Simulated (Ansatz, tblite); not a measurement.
# The cluster Zn2S+: one state, many levels

One table from this session's results is given with a row withheld; the runs are named, their logs left out.

Method: as each input shows; program: Ansatz 0.2.0, Gaussian basis.

Levels to be run: GFN1-xTB, GFN2-xTB, PBE-D4/def2-TZVP, r2SCAN-D4/def2-TZVP, B3LYP-D4/def2-TZVP, PBE-QIDH/def2-TZVP, LDA/def2-TZVP, ωB97X-V/def2-TZVP, CAM-B3LYP-D4/def2-TZVP, LC-ωPBE(0.10)/def2-TZVP, LC-ωPBE(0.15)/def2-TZVP, LC-ωPBE(0.20)/def2-TZVP, LC-ωPBE(0.30)/def2-TZVP, PBE-D4/def2-SVP, PBE0-D4/def2-SVP, CCSD(T)/def2-TZVPP, MP2/def2-TZVP, RPA/def2-TZVP.

1 further run of the same task is left out (set aside as unsound or not needed). Runs told in other sessions of the task aren't counted.

### The relaxed structure

The geometry is that of the doublet, from an earlier relaxation (r2SCAN-D4/def2-TZVP). At that level it is the lowest of the isomers that a small search found.

3 atoms, charge 1, spin multiplicity 2.

Bond lengths: Zn1–S3 2.176 Å, Zn2–S3 2.176 Å. Angles: Zn1–S3–Zn2 112.8°.

The ion is computed in the gas phase, without counter-ions or solvent.

PBE0-D4/def2-TZVP was run before; its log isn't repeated, and its numbers join the tables.

Set-up of the first run:

Tight binding, by tblite at 300 K electronic temperature and without a spin-polarisation term:

```python
tblite.interface.Calculator('GFN1-xTB', numbers, positions, charge=1, uhf=1).singlepoint()
```

Tight binding, by tblite at 300 K electronic temperature and without a spin-polarisation term:

```python
tblite.interface.Calculator('GFN2-xTB', numbers, positions, charge=1, uhf=1).singlepoint()
```

start.molden holds the orbitals of an earlier run on this state, given as this run's starting guess.

in.yaml reads:

```yaml
crystal:
  periodic: [false, false, false]
  atoms:
    - {symbol: Zn, position_ang: [1.472877, -0.137966, 1.121672]}
    - {symbol: Zn, position_ang: [-1.810344, -0.019988, -0.410864]}
    - {symbol: S, position_ang: [0.337467, 0.157953, -0.710808]}
basis:
  gaussian: {orbitals: def2-TZVP, initial_orbitals: start.molden}
total_charge: 1
magnetization: {spin_polarized: true, initial_magnetization: 1}
hamiltonian: {xc: pbe, dispersion: d4}
scf: {omitted_lower_state_checks: [starts]}
output: {orbitals: {seedname: orbitals}}
```

The run is started by

```
$ ansatz run in.yaml --threads 4 --pin off --events-out ev --progress --plain --max-ram 3916MiB
```

Among the steps run: PBE-D4/def2-TZVP; r2SCAN-D4/def2-TZVP; B3LYP-D4/def2-TZVP; PBE-QIDH/def2-TZVP; LDA/def2-TZVP; ωB97X-V/def2-TZVP; CAM-B3LYP-D4/def2-TZVP; LC-ωPBE(0.10)/def2-TZVP; LC-ωPBE(0.15)/def2-TZVP; LC-ωPBE(0.20)/def2-TZVP; LC-ωPBE(0.30)/def2-TZVP; PBE-D4/def2-SVP; PBE0-D4/def2-SVP; CCSD(T)/def2-TZVPP; MP2/def2-TZVP; RPA/def2-TZVP.

One of the session's tables, all rows but one given; the rest of the session is left out.

| level | HOMO (eV) | LUMO (eV) | gap (eV) |
| --- | --- | --- | --- |
| LDA/def2-TZVP | -10.53 | -10.01 | 0.52 |
| PBE-D4/def2-SVP | -10.01 | -9.47 | 0.54 |
| PBE-D4/def2-TZVP | -10.32 | -9.78 | 0.53 |
| r2SCAN-D4/def2-TZVP | -10.53 | -9.93 | 0.59 |
| B3LYP-D4/def2-TZVP | -10.80 | -9.37 | 1.42 |
| PBE0-D4/def2-SVP | -10.53 | -8.91 | 1.63 |
| PBE0-D4/def2-TZVP | -10.79 | -9.17 | 1.62 |
| CAM-B3LYP-D4/def2-TZVP | -11.77 | -8.48 | 3.29 |
| ωB97X-V/def2-TZVP | -12.20 | -7.58 | 4.62 |
| LC-ωPBE(0.10)/def2-TZVP | -11.68 | -8.60 | 3.09 |
| LC-ωPBE(0.15)/def2-TZVP | ? | ? | ? |
| LC-ωPBE(0.20)/def2-TZVP | -12.27 | -8.06 | 4.21 |
| LC-ωPBE(0.30)/def2-TZVP | -12.50 | -7.85 | 4.65 |

Estimate the missing values for LC-ωPBE(0.15)/def2-TZVP.

As computed: HOMO (eV): -12.05; LUMO (eV): -8.26; gap (eV): 3.79. In the column «HOMO (eV)» it lies between ωB97X-V/def2-TZVP (-12.20) and CAM-B3LYP-D4/def2-TZVP (-11.77).
